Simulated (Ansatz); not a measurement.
## Two structures, one formula

Two isomers of CH₅MgSi (charge +1), closed shell, relaxed at PBE0-D4/def2-TZVP (vibrations not checked).

A:

```xyz
8
angstrom
C -0.6929 0.0222 -0.6282
Mg 0.3171 1.6667 -1.7154
Si 0.2990 -0.7784 0.5537
H -0.9506 -0.5517 -1.5226
H -1.5119 0.6376 -0.2458
H 1.0474 2.9112 -2.5523
H 1.1781 -1.8982 0.1741
H 0.4066 -0.2624 1.9295
```

B:

```
8
angstrom
C -1.2308 1.5918 -0.7500
Mg -0.0668 0.0645 -0.0312
Si 1.5261 -1.9782 0.9318
H -2.2331 1.2252 -0.9797
H -0.7898 2.0037 -1.6598
H -1.3087 2.3869 -0.0059
H 2.8065 -1.8488 1.6818
H 1.2965 -3.4451 0.8131
```

Computed with Ansatz 0.2.0 (basis: def2-TZVPP); correlated methods freeze the cores. The outer core shell of Li, Na, Mg and K is correlated. The def2 sets are not built for correlating such inner shells, so the correlated values are less sure here. B3LYP uses VWN-RPA correlation.

(1) Which structure is lower at CCSD(T), and by how much? (To be estimated.)

No T1 diagnostic of these runs exceeds 0.013.

## Answers

(1) By the calculation: A, by 40.6 kJ/mol (electronic energy, against the other). By their contacts, A is CH₅MgSi ([MgH][CH2][SiH2]), total charge +1 and B is CH₅MgSi ([CH3][Mg][SiH2]), total charge +1.

All methods give the same order:

```
   method  E(B) − E(A) (kJ/mol)
   PBE-D4                  45.4
r2SCAN-D4                  56.0
  PBE0-D4                  43.7
 B3LYP-D4                  43.7
  wB97M-V                  46.4
       HF                  29.8
      MP2                  48.2
     CCSD                  36.6
  CCSD(T)                  40.6
```

Labels in which every atom is bracketed show which atoms are joined, not bond orders.
